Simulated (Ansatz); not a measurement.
Rock-salt HfN, treated with LC-ωPBE (Ansatz, a program for electronic structure, PAW).

Settings: plane-wave cutoff 460 eV, 10×10×10 k mesh, Fermi–Dirac smearing 0.05 eV, scalar-relativistic PAW data made under PBE.

Energies at three volumes about the minimum:

```csv
V (Å³/atom),E − E_lowest (meV/atom)
11.106,7.13
11.457,0.00
11.676,6.01
```

Task: Fit a parabola by hand: where is the minimum, what lattice constant follows, and what is the bulk modulus?

Result: Slopes: (0.00 − 7.13)/(11.457 − 11.106) = -20.313 and (6.01 − 0.00)/(11.676 − 11.457) = 27.443 meV/Å³. Curvature E″ = 2 × (27.443 − (-20.313))/(11.676 − 11.106) = 167.565 meV/Å⁶. From the middle of the first interval, the slope vanishes at V0 = 11.2815 − (-20.313)/167.565 = 11.403 Å³/atom. B = V0 E″ = 11.403 × 167.565 meV/Å³ × 0.1602 GPa per meV/Å³ = 306 GPa. With 8 atoms in the cube, a = (8 × 11.403)^(1/3) = 4.502 Å. The full Birch–Murnaghan fit to all volumes gives V0 = 11.397 Å³/atom and B0 = 308 GPa.

Measured, for comparison: bulk modulus 260 GPa (room temperature, not corrected to a static lattice, our sources range from 260 to 306; as tabulated in Synthesis of Binary Transition Metal Nitrides, Carbides and Borides from the …); lattice constant a 4.524 Å (room temperature, not corrected to a static lattice; as tabulated in Seo, Lee, Wen, Petrov, Greene, Gall, J. Appl. Phys. 96, 878 (2004)). Computed (rounded) less measured: bulk modulus not scored (sources differ).
